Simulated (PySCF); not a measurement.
These are PBE-D3(BJ)/def2-TZVP // r2SCAN-D4/def2-SVP (PySCF) values and carry that method's errors. Gas-phase values, no solvent. 

Reference species (SMILES): `[CH3]` (neutral, multiplicity 2).

```json
{
 "highest_occupied_spin_orbital": "-5.38 eV"
}
```

Changed species: `[NH2]` (free radical NH2; the reference has free radical CH3).

**Question.** Predict the effect on the highest occupied spin orbital.

**Answer.** the highest occupied spin orbital drops by 1.78 eV, to -7.16 eV.
